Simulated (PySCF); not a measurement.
HO, SMILES [OH-], charge -1.

Geometry: PBE0-D3(BJ)/def2-TZVPD.

Level of theory: PBE0-D3(BJ)/def2-TZVPD in PySCF.

Harmonic, unscaled wavenumbers; measured fundamentals usually lie a few per cent lower.

```tsv
mode	ν (cm⁻¹)	IR (km/mol)	Raman (Å⁴/amu)	depolarisation	moving atoms (share of kinetic energy)
1	3808	69.6	157.1	0.32	H 94 %
```
